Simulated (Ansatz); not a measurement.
System: rutile PbO₂. Method: PBEsol+SOC in Ansatz (PAW).

Settings: plane-wave cutoff 520 eV, 12×12×16 k mesh (along the axes of the cell as run), Fermi–Dirac smearing 0.05 eV, PAW data made under PBE.

Computed at the level's own relaxed cell.

Problem. Estimate the equilibrium volume per atom, pressure derivative B′ of the bulk modulus, lattice parameter a and c axis length that the calculation returns.

Solution. 
- equilibrium volume per atom: 14.17 Å³/atom
- pressure derivative B′ of the bulk modulus: 5.9
- lattice parameter a: 4.995 Å
- c axis length: 3.407 Å

Measured, for comparison: lattice constant a 4.958 Å (room temperature, no zero-point or thermal correction, our sources range from 4.950 to 4.958; as tabulated in Hiroi (2015), arXiv:1503.02262); lattice parameter c 3.388 Å (room temperature, no zero-point or thermal correction; as tabulated in Hiroi (2015), arXiv:1503.02262). Computed (rounded) less measured: lattice constant a +0.7 % (+0.7 % to +0.9 % over the range), lattice parameter c +0.6 %.

Note: the bulk modulus comes from volumes at which shape and atoms were relaxed.

The computed numbers hold no vibrational or temperature effects.

Ansatz is an electronic-structure program.
